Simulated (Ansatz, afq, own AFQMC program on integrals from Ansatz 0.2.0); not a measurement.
**Where AFQMC and coupled cluster stand for AlBH₅, doublet**

```xyz
7

Al   -0.9610    0.0000    0.0000
H    -1.7539    1.3734    0.0000
H    -1.7539   -1.3734    0.0000
H     0.8290    0.0000    0.0000
B     2.1520    0.0000    0.0000
H     2.6611    0.0000    1.0770
H     2.6611    0.0000   -1.0770
```

Basis cc-pVDZ. Noble-gas cores (and the filled d shells of Ga–Kr and In–Xe) are frozen. AFQMC by an in-house program on the Cholesky factors that Ansatz 0.2.0 writes for its CCSD(T) run. ph-AFQMC/CISD is guided by a CISD state made of CCSD amplitudes; releasing the constraint for a short imaginary time cuts its bias at the price of noise, slowly where states lie close. ± is one standard error of the sampling.

Determinant: UHF, the one that the program's search chose, which needn't be the lowest solution. The geometry is a point of a scan.

No full CI on the walks' own integrals is used here; CCSDT(Q) serves as the reference and is uncertain by about the last step of the cluster series.

The T1 diagnostic is 0.0124, the weight of the determinant in the CISD state is 0.886 and the ⟨S²⟩ of the determinant is 0.763. The size of the correlated space is 11 electrons in 51 orbitals.

Reference: CCSDT(Q), correlation energy -5.767 eV. The released energy is read at 2.40 1/Eh (meV from the phaseless value at times in 1/Eh: -1.5 ± 2.1 at 0.24, -3.8 ± 1.8 at 0.51, -3 ± 3 at 0.99, -4.2 ± 2.0 at 1.62, -2 ± 3 at 2.40).

```json
{"level": "HF", "E − E(reference) (kcal/mol)": "132.98", "share of correlation (%)": "0.00"}
{"level": "MP2", "E − E(reference) (kcal/mol)": "30.13", "share of correlation (%)": "77.34"}
{"level": "CCSD", "E − E(reference) (kcal/mol)": "3.27", "share of correlation (%)": "97.54"}
{"level": "CCSD(T)", "E − E(reference) (kcal/mol)": "0.72", "share of correlation (%)": "99.46"}
{"level": "CCSDT", "E − E(reference) (kcal/mol)": "0.10", "share of correlation (%)": "99.93"}
{"level": "ph-AFQMC/HF", "E − E(reference) (kcal/mol)": "-1.78 ± 0.43", "share of correlation (%)": "101.34"}
{"level": "ph-AFQMC/CISD", "E − E(reference) (kcal/mol)": "0.05 ± 0.07", "share of correlation (%)": "99.97"}
{"level": "released AFQMC", "E − E(reference) (kcal/mol)": "0.01 ± 0.07", "share of correlation (%)": "99.99"}
```

A walk keeps the symmetry of its determinant, which the program's search chose and which needn't be the lowest solution, so a lower state of the same spin and another symmetry isn't excluded. Released energies are given only where the last usable release times agree within the noise; a slower fall can still hide under it.
